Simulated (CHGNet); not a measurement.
Rock-salt TiC

Computed with the machine-learned potential CHGNet 0.3.0 (trained on PBE and PBE+U data).

Cell (relaxed at this level):

```cif
data_C4Ti4
_chemical_formula_sum 'Ti4 C4'
_space_group_name_H-M_alt 'Fm-3m'
_space_group_IT_number 225
_space_group_name_Hall '-F 4 2 3'
_cell_length_a 4.33346
_cell_length_b 4.33346
_cell_length_c 4.33346
_cell_angle_alpha 90.000
_cell_angle_beta 90.000
_cell_angle_gamma 90.000
loop_
_atom_site_label
_atom_site_type_symbol
_atom_site_symmetry_multiplicity
_atom_site_Wyckoff_symbol
_atom_site_fract_x
_atom_site_fract_y
_atom_site_fract_z
_atom_site_occupancy
Ti1 Ti 4 a 0.00000 0.00000 0.00000 1
C1 C 4 b 0.50000 0.50000 0.50000 1
```
(The calculation used a cell of 2 atoms; values per cell refer to that cell.)

- lattice constant a: 4.333 Å
- volume per atom: 10.17 Å³/atom

Measured, for comparison: lattice constant a 4.33 Å, equilibrium volume per atom 10.15 Å³/atom (temperature not stated, no zero-point or thermal correction; as tabulated in Zhang et al. (2018), doi:10.1088/1367-2630/aac7f0). Computed (rounded) less measured: lattice constant a +0.1 %, equilibrium volume per atom +0.2 %.

A machine-learned potential is trained on density-functional data: it inherits that level's misses and adds fitting errors of its own.

Note: the model gives imaginary modes for this phase (in the spectrum interpolated from a supercell).
